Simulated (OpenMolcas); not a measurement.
# AlClO (SMILES [O]=[Al][Cl]) at 6 levels

We compute a comparison of 6 runs (HF/3-21G, B3LYP/6-31G*, PBE/def2-SVP, PBE0/def2-SVP, CCSD(T)/6-311G**) of AlClO. 

Program for the calculation: OpenMolcas 26.06.

7 further runs of the same task are left out: 1 that didn't finish, 6 set aside as unsound or not needed.

### Step 1. The molecule

AlClO: 3 atoms, total charge 0, spin state singlet. As SMILES, `[O]=[Al][Cl]`. Geometry: a GFN2-xTB relaxation, a rough one for these elements and not checked as a minimum.

Bond lengths: O1–Al2 1.566 Å, Al2–Cl3 2.014 Å. Angles: O1–Al2–Cl3 180.0°.

### Step 2. Energy and forces at HF/3-21G (run 1)

Contents of run.inp:

```
&gateway
baslib=$CurrDir
coord
3
angstrom
O        0.107470       1.694260       0.245960
Al       0.009340       0.147220       0.021380
Cl      -0.116820      -1.841490      -0.267330
basis=3-21G
group=NoSym
&seward
&scf
thresholds=1e-10 1e-07 1e-07 1e-05
prorbitals=0
&alaska
```

The basis set 3-21G is read from a file made from the Basis Set Exchange's data (not shown).

Command:

```console
$ export MOLCAS_MEM=1860
$ pymolcas run.inp > run.log
```

What it wrote:

```text
--- Start Module: gateway ---
[...]
--- Stop Module: gateway /rc=_RC_ALL_IS_WELL_ ---
[...]
      Basis functions           35
[...]
--- Start Module: scf ---
[...]
       Convergence after  13 Iterations
[...]
::    Total SCF energy                               -772.3468640880
[...]
      Total spin, S                                     0.0000000000
[...]
      Total electronic charge=   38.000000
      Total            charge=   -0.000000
[...]
      Dipole Moment (debye):
      Origin of the operator (angstrom)=   -0.0271   -0.4275   -0.0621
                   X= -1.6954E-01               Y= -2.6733E+00               Z= -3.8805E-01           Total=  2.7066E+00
      Quadrupole Moment (debye*angstrom):
[...]
--- Stop Module: scf /rc=_RC_ALL_IS_WELL_ ---
--- Start Module: alaska ---
[...]
 *              Molecular gradients               *
 **************************************************
  Irreducible representation: a
 ------------------------------------------------------------------------------------------
                              X                       Y                       Z
 ------------------------------------------------------------------------------------------
  O1               -2.49435775177609E-03   -3.93227165004539E-02   -5.70846431228222E-03
  AL2              -9.88625853998920E-04   -1.55819868175611E-02   -2.26223525632846E-03
  CL3               3.48298360577526E-03    5.49047033180230E-02    7.97069956860730E-03
 ------------------------------------------------------------------------------------------
--- Stop Module: alaska /rc=_RC_ALL_IS_WELL_ ---
[...]
```

Wall time 2.1 s (1 thread of Arm Neoverse V1, shared host); peak memory 0.37 GiB.

### Step 3. Energy and gradient at B3LYP/6-31G(d) (spherical functions) (run 2)

Contents of test.input:

```
>>> EXPORT MOLCAS_PRINT=2

&GATEWAY
  BasLib=$CurrDir
  Coord
  3
  angstrom
  O        0.107470       1.694260       0.245960
  Al       0.009340       0.147220       0.021380
  Cl      -0.116820      -1.841490      -0.267330
  Basis=6-31Gs
  Group=NoSym

&SEWARD
  GridInput
  Grid=UltraFine
  End of Grid

&SCF
  KSDFT=B3LYP
  Thresholds=1e-10 1e-07 1e-07 1e-05
  PrOrbitals=1 1

&ALASKA
```

The basis set 6-31G* is read from a file made from the Basis Set Exchange's data (not shown).

Command:

```console
$ export MOLCAS_MEM=1860
$ pymolcas test.input > test.log
```

What it wrote:

```text
--- Start Module: gateway ---
[...]
--- Stop Module: gateway /rc=_RC_ALL_IS_WELL_ ---
[...]
      Basis functions           50
[...]
--- Start Module: scf ---
[...]
       Convergence after  14 Iterations
[...]
::    Total KS-DFT energy                            -777.8862621570
[...]
      Total spin, S                                     0.0000000000
[...]
      Total electronic charge=   38.000000
      Total            charge=   -0.000000
[...]
      Dipole Moment (debye):
      Origin of the operator (angstrom)=   -0.0271   -0.4275   -0.0621
                   X= -2.0857E-01               Y= -3.2885E+00               Z= -4.7736E-01           Total=  3.3295E+00
      Quadrupole Moment (debye*angstrom):
[...]
--- Stop Module: scf /rc=_RC_ALL_IS_WELL_ ---
[...]
--- Start Module: alaska ---
[...]
 *              Molecular gradients               *
 **************************************************
  Irreducible representation: a
 ------------------------------------------------------------------------------------------
                              X                       Y                       Z
 ------------------------------------------------------------------------------------------
  O1               -2.42432300058493E-03   -3.82179966835530E-02   -5.54813160330392E-03
  AL2               8.13316685515625E-04    1.28215415866526E-02    1.86130600209200E-03
  CL3               1.61100631506828E-03    2.53964550969492E-02    3.68682560121414E-03
 ------------------------------------------------------------------------------------------
--- Stop Module: alaska /rc=_RC_ALL_IS_WELL_ ---
[...]
```

Run time: 8.4 s. Hardware: 1 thread of Arm Neoverse V1, shared host; peak memory 0.38 GiB.

Run 3 isn't shown in full; the table further down has it.

### Step 4. Energy and forces at PBE0/def2-SVP (run 4)

Contents of test.inp:

```
&GATEWAY
  BasLib=$CurrDir
  Coord
  3
  angstrom
  O        0.107470       1.694260       0.245960
  Al       0.009340       0.147220       0.021380
  Cl      -0.116820      -1.841490      -0.267330
  Basis=def2-SVP
  Group=NoSym

&SEWARD
  GridInput
  Grid=UltraFine
  End of Grid

&SCF
  KSDFT=PBE0
  Thresholds=1e-10 1e-07 1e-07 1e-05
  PrOrbitals=1 2

&ALASKA
```

The basis set def2-SVP is read from a file made from the Basis Set Exchange's data (not shown).

Command:

```console
$ export MOLCAS_MEM=1860
$ pymolcas test.inp > test.log
```

What it wrote:

```text
--- Start Module: gateway ---
[...]
--- Stop Module: gateway /rc=_RC_ALL_IS_WELL_ ---
[...]
      Basis functions           50
[...]
--- Start Module: scf ---
[...]
       Convergence after  16 Iterations
[...]
::    Total KS-DFT energy                            -777.2641023733
[...]
      Total spin, S                                     0.0000000000
[...]
      Total electronic charge=   38.000000
      Total            charge=   -0.000000
[...]
      Dipole Moment (debye):
      Origin of the operator (angstrom)=   -0.0271   -0.4275   -0.0621
                   X= -2.2545E-01               Y= -3.5545E+00               Z= -5.1599E-01           Total=  3.5989E+00
      Quadrupole Moment (debye*angstrom):
[...]
--- Stop Module: scf /rc=_RC_ALL_IS_WELL_ ---
[...]
--- Start Module: alaska ---
[...]
 *              Molecular gradients               *
 **************************************************
  Irreducible representation: a
 ------------------------------------------------------------------------------------------
                              X                       Y                       Z
 ------------------------------------------------------------------------------------------
  O1               -2.05102024992287E-03   -3.23322754803961E-02   -4.69374769144171E-03
  AL2               6.51387684217575E-04    1.02673810479819E-02    1.49060443636745E-03
  CL3               1.39963256570597E-03    2.20648944324253E-02    3.20314325506743E-03
 ------------------------------------------------------------------------------------------
--- Stop Module: alaska /rc=_RC_ALL_IS_WELL_ ---
[...]
```

It took 8.1 s on 1 thread of Arm Neoverse V1, shared host; peak memory 0.38 GiB.

Run 5 isn't shown in full; the table further down has it.

### Step 5. The energy at CCSD(T)/6-311G(d,p) (run 6)

Contents of job.inp:

```
>>> EXPORT MOLCAS_PRINT=2

&GATEWAY
 BasLib = $CurrDir
 Coord
 3
 angstrom
 O        0.107470       1.694260       0.245960
 Al       0.009340       0.147220       0.021380
 Cl      -0.116820      -1.841490      -0.267330
 Basis = 6-311Gss
 Group = NoSym

&SEWARD

&SCF
 Thresholds = 1e-10 1e-07 1e-07 1e-05
 PrOrbitals = 1 2

&RASSCF
 FileOrb = $Project.ScfOrb
 Spin = 1
 Nactel = 0 0 0
 Inactive = 19
 Ras2 = 0
 OutOrbitals = Canonical
 OrbListing = Nothing

&MOTRA
 JobIph
 Frozen = 11

&CCSDT
 CCT
 Triples = 2
 Iterations = 80
 Accuracy = 1e-08
 Extrapolation = 5 4
```

The basis set 6-311G** is read from a file made from the Basis Set Exchange's data (not shown).

Command:

```console
$ export MOLCAS_MEM=1860
$ pymolcas job.inp > job.log
```

What it wrote:

```text
--- Start Module: gateway ---
[...]
--- Stop Module: gateway /rc=_RC_ALL_IS_WELL_ ---
[...]
      Basis functions           70
[...]
       Convergence after  15 Iterations
[...]
::    Total SCF energy                               -776.3404525774
[...]
      Total spin, S                                     0.0000000000
[...]
      Number of active orbitals                  0
[...]
      Spin quantum number                      0.0
[...]
      Active orbitals                            0
[...]
      Number of CSFs                             1
[...]
      Number of root(s) required                 1
[...]
      Convergence after  4 iterations
[...]
      Natural orbitals and occupation numbers for root  1
      ************************************************************************************************************************
      *                                                    Final results                                                     *
      ************************************************************************************************************************
[...]
::    RASSCF root number  1 Total energy:   -776.34045258
[...]
      Total electronic charge=   38.000000
      Total            charge=   -0.000000
[...]
      Dipole Moment (debye):
      Origin of the operator (angstrom)=   -0.0271   -0.4275   -0.0621
                   X= -2.6718E-01               Y= -4.2125E+00               Z= -6.1149E-01           Total=  4.2650E+00
      Quadrupole Moment (debye*angstrom):
[...]
--- Start Module: motra ---
[...]
      *** WARNING: Default frozen orbitals is overwritten by user input.
      *** Default values:   8
[...]
--- Stop Module: motra /rc=_RC_ALL_IS_WELL_ ---
--- Start Module: ccsdt ---
[...]
      Convergence after                    19  Iterations
      Total energy (diff) :    -776.75031329       0.00000001
[...]
 METHOD                       : CCSD+T(CCSD)+<T3(1)WT1> = CCSD(T)
[...]
       CCSD     =      -776.7503132861478
[...]
--- Stop Module: ccsdt /rc=_RC_ALL_IS_WELL_ ---
[...]
```

It took 14 s on 1 thread of Arm Neoverse V1, shared host; peak memory 0.41 GiB.

### Step 6. All runs side by side

| run | level | integration grid | Cartesian functions | energy (Eh) | dipole moment (D) of the reference | HOMO energy (eV) | LUMO energy (eV) | wall time |
| --- | --- | --- | --- | --- | --- | --- | --- | --- |
| 1 | HF/3-21G | – | no | -772.346864 | 2.71 | -11.30 | 0.33 | 2.1 s |
| 2 | B3LYP/6-31G* (spherical functions) | UltraFine | no | -777.886262 | 3.33 | -7.60 | -2.69 | 8.4 s |
| 3 | PBE/def2-SVP | UltraFine | no | -777.214857 | 3.23 | -6.40 | -3.10 | 8.1 s |
| 4 | PBE0/def2-SVP | UltraFine | no | -777.264102 | 3.60 | -7.76 | -2.30 | 8.1 s |
| 5 | B3LYP/6-31G* (Cartesian functions) | UltraFine | yes | -777.892825 | 3.34 | -7.60 | -2.69 | 9.6 s |
| 6 | CCSD(T)/6-311G** | – | no | -776.766740 | 4.27 | -11.29 | 0.56 | 14 s |

### Step 7. Results

```
                                           quantity          value
                                run 6: total energy  -776.76674 Eh
          run 6: dipole moment (mean-field density)         4.27 D
         run 6: HOMO energy (Hartree–Fock orbitals)      -11.29 eV
         run 6: LUMO energy (Hartree–Fock orbitals)        0.56 eV
       run 6: HOMO–LUMO gap (Hartree–Fock orbitals)       11.85 eV
run 6: correlation energy (11 core orbitals frozen)     -426.3 mEh
                              run 6: (T) correction     -16.43 mEh
```

Over runs 1, 2, 3, 4, 5 the dipole moment (its size) runs from 2.71 D (HF/3-21G) to 3.60 D (PBE0/def2-SVP). The two ends differ in method and basis. Over runs 1, 2, 3, 4, 5 the HOMO–LUMO gap runs from 3.29 eV (PBE/def2-SVP) to 11.62 eV (HF/3-21G). Totals of different functionals can't be ranked against each other. All runs together took 50 s, the longest 14 s.
